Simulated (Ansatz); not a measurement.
For bcc Nb, PBE in Ansatz (PAW) gives:

- lattice parameter a = 3.310 Å
- bulk modulus = 169 GPa

### Question
What does PBE0 (Ansatz, a program for electronic structure, plane waves, PAW) give for the same quantities?

### Answer

- lattice constant a: 3.301 Å (drops by 0.3 %)
- bulk modulus: 197 GPa (increases by 17 %)

For comparison: lattice constant a 3.294 Å (measured, static lattice: zero-point anharmonic expansion removed; as tabulated in Mejia-Rodriguez and Trickey (2018), arXiv:1807.09216); bulk modulus 173 GPa (measured, 0 K value with the zero-point phonon effect removed; as tabulated in Mejia-Rodriguez and Trickey (2018), arXiv:1807.09216).

Changes are worked out from the printed values.

Unless a cell is named, each level is at its own relaxed cell (PBE 18.13, PBE0 17.98 Å³/atom).

Ansatz's density-functional and Hartree–Fock values are scalar-relativistic unless marked +SOC, with PAW data made under PBE.
